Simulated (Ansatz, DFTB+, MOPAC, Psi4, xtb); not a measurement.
## NO (nitric oxide): methods side by side

NO, doublet, SMILES `[N]=O`. Each level relaxes the structure for itself.

Each level gives the equilibrium bond length (Å). The values are calculated.

```
                                    level                    kind  program  value (Å)
                                      AM1          semi-empirical    MOPAC      1.115
                                    DFTB2          semi-empirical    DFTB+      1.152
                                 GFN1-xTB          semi-empirical      xtb      1.151
                                 PM6-D3H4          semi-empirical    MOPAC      1.135
UB3LYP-D3(BJ)/def2-TZVP (density fitting)           global hybrid     Psi4      1.145
                       UPBE0-D4/def2-TZVP           global hybrid   Ansatz      1.140
                       U-wB97X-V/def2-SVP  range-separated hybrid   Ansatz      1.145
                             UMP2/cc-pVDZ     perturbation theory   Ansatz      1.140
                     UMP2/jun-cc-pV(D+d)Z     perturbation theory   Ansatz      1.140
                         UMP2/aug-cc-pVDZ     perturbation theory   Ansatz      1.142
```

The values span 1.115 to 1.152 Å.
